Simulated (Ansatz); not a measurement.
## Ansatz (development build ahead of 0.2.0) run

```yaml
crystal:
  periodic: [false, false, false]
  atoms:
    - { symbol: Na, position_ang: [0.0, 0.0, -1.68773] }
    - { symbol: Na, position_ang: [0.0, 0.0, 1.68773] }
basis:
  gaussian: { orbitals: cc-pVDZ }
hamiltonian:
  xc: hf
correlation:
  method: mp2
  frozen_orbitals: { Na: 1 }
```

The input is written out in the form of the current development build from the run's settings.

Results

```
Converged                       : yes
Reference energy                : -323.70427 hartree
Correlation energy              : -0.02024 hartree
Total energy                    : -323.72451 hartree
Spin squared of the determinant : 0.000
```
